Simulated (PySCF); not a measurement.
CH4O.
InChI=1S/CH4O/c1-2/h2H,1H3

Linear response at PBE0/aug-cc-pVTZ (PySCF, frozen core in the response, non-relativistic). Isolated species at its PBE0-D3(BJ)/def2-TZVP geometry, gas phase.

Static isotropic polarisability: 21.31 au (3.16 Å³), principal values 20.0, 20.5, 23.4 au.

(1) What is the polarisability at 1064 nm and at the sodium D line?

(2) What is the isotropic C6 coefficient between two such molecules, C6 = (3/π)∫α(iω)² dω?

(3) Which effective excitation energy ω̄ makes London's formula C6 = (3/4)α²ω̄ exact here?

(4) What n − 1 at the D line would an ideal gas of it have at 273.15 K and 1 atm (2.6868 × 10¹⁹ cm⁻³), by n − 1 = 2π·N·α′?

(5) What molar refraction at the D line follows from R = (4π/3)·N_A·α′, with α′ the polarisability volume?

(6) What does −C6/R⁶ come to at R = 10 Å between centres?

Answers

(1) 21.45 au at 1064 nm (+0.6 %), 21.77 au at 589.3 nm (+2.1 %). The rise at 589.3 nm is 3.33 times that at 1064 nm; a pure ω² law gives 3.26. The lowest singlet lies at 191 nm, shorter than both wavelengths.

(2) 213.7 au (Eh·bohr⁶) by a ten-point quadrature over imaginary frequencies, which is 128 eV·Å⁶ or 12.3 J·nm⁶/mol.

(3) ω̄ = 4·C6/(3α²) = 0.627 Eh = 17.1 eV. A one-pole form α(ω) = α/(1 − ω²/ω̄²) fitted to the 1064 nm value gives 14.6 eV.

(4) 5.45 × 10⁻⁴, a formal value whether or not that pressure can be reached.

(5) α′ = 3.23 Å³ gives R = 8.14 cm³/mol, for isolated, non-vibrating species.

(6) -12 J/mol. This is the leading, orientation-averaged term; C8 and higher terms are left out.

The run took 13 s wall (grids of density and orbitals included) on Arm Neoverse N1, one thread, no GPU, on a shared host, and the process peaked at 0.56 GiB of memory. This is the whole response run at PBE0/aug-cc-pVTZ, SCF included.
